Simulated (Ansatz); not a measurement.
## Dissociation curves of SO3 (sulfur trioxide)

SO3 has 4 atoms, charge 0, and is taken as a singlet. As SMILES, `O=S(=O)=O`. The S2–O1 distance was set to 1.774 Å, away from the relaxed value.

```xyz
4

O    -1.4020   -0.8558    0.6709
S     0.0000    0.0000    0.0000
O     1.3089   -0.3277    0.4405
O    -0.1874    1.0123   -0.9771
```

The O1–S2 distance is scanned; the parts on either side stay rigid. Basis STO-3G, 8 core orbitals frozen in the correlated methods; program Ansatz 0.2.0. FCI is exact within this basis and core. Energies in eV from each method's value at 1.774 Å; methods without a U are spin-restricted. The shape above is that at 1.774 Å.

```
distance (Å)  SVWN5   PBE  BLYP  PBE0  r2SCAN0  CAM-B3LYP  HSE06
       1.419   0.86  1.14  1.33  0.79     0.68       0.77   0.80
       1.774   0.00  0.00  0.00  0.00     0.00       0.00   0.00
       2.129   1.64  1.41  1.26  1.43     1.39       1.28   1.43
       2.839   3.95  3.42  3.15  2.75     2.59       2.46   2.77
       3.549   4.52  3.88  3.56  2.98     2.78       2.64   3.00
```

**Question.** Estimate the FCI curve, and say how far off each method is.

**Answer.** 
```
distance (Å)   FCI
       1.419  1.42
       1.774  0.00
       2.129  0.47
       2.839  0.40
       3.549  0.37
```

Departure from the FCI curve at its largest: SVWN5 +4.15 eV at 3.55 Å; PBE +3.51 eV at 3.55 Å; BLYP +3.19 eV at 3.55 Å; PBE0 +2.60 eV at 3.55 Å; r2SCAN0 +2.41 eV at 3.55 Å; CAM-B3LYP +2.27 eV at 3.55 Å; HSE06 +2.63 eV at 3.55 Å. Restricted functionals keep the electrons paired too, and rise too high.
